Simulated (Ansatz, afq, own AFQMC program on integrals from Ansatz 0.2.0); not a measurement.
SiH₂O, singlet in cc-pVDZ, levels against CCSDT(Q)

```yaml
atoms:
  - { symbol: Si, position_ang: [0.0000, 0.0000, 0.5314] }
  - { symbol: O, position_ang: [0.0000, 0.0000, -1.1046] }
  - { symbol: H, position_ang: [0.0000, 1.2309, 1.3631] }
  - { symbol: H, position_ang: [0.0000, -1.2309, 1.3631] }
```

Connectivity, by distances: SiH2–O.

Basis cc-pVDZ. Only valence electrons are correlated. AFQMC by an in-house program on the Cholesky factors that Ansatz 0.2.0 writes for its CCSD(T) run. ph-AFQMC/CISD is guided by a CISD state made of CCSD amplitudes; releasing the constraint for a short imaginary time cuts its bias at the price of noise, slowly where states lie close. Uncertainties: one standard error, sampling alone.

Determinant: RHF, the one that the program's search chose, which needn't be the lowest solution. The geometry is a point of a scan.

No full CI on the walks' own integrals is used here; CCSDT(Q) serves as the reference and is uncertain by about the last step of the cluster series.

Cautions: higher spins were not checked; restricted determinant unstable towards unrestricted (UHF 17 meV lower, ⟨S²⟩ 0.28); raised T1 diagnostic (T1 0.032, weight of the determinant 0.86, largest double 0.11).

The T1 diagnostic is 0.0318, the weight of the determinant in the CISD state is 0.863 and the size of the correlated space is 12 electrons in 36 orbitals.

Reference: CCSDT(Q), correlation energy -8.927 eV. The released energy is read at 1.62 1/Eh, later times being too noisy (meV from the phaseless value at times in 1/Eh: -20 ± 26 at 0.24, -49 ± 29 at 0.51, -24 ± 29 at 0.99, 21 ± 37 at 1.62, -55 ± 44 at 2.40).

```csv
level,E − E(reference) (kJ/mol),share of correlation (%)
HF,861.3,0.00
MP2,69.0,91.99
CCSD,38.4,95.55
CCSD(T),6.8,99.21
CCSDT,4.6,99.47
ph-AFQMC/CISD,4.8 ± 1.8,99.45
released AFQMC,6.8 ± 3.5,99.21
```

A walk keeps the symmetry of its determinant, which the program's search chose and which needn't be the lowest solution, so a lower state of the same spin and another symmetry isn't excluded. Released energies are given only where the last usable release times agree within the noise; a slower fall can still hide under it.
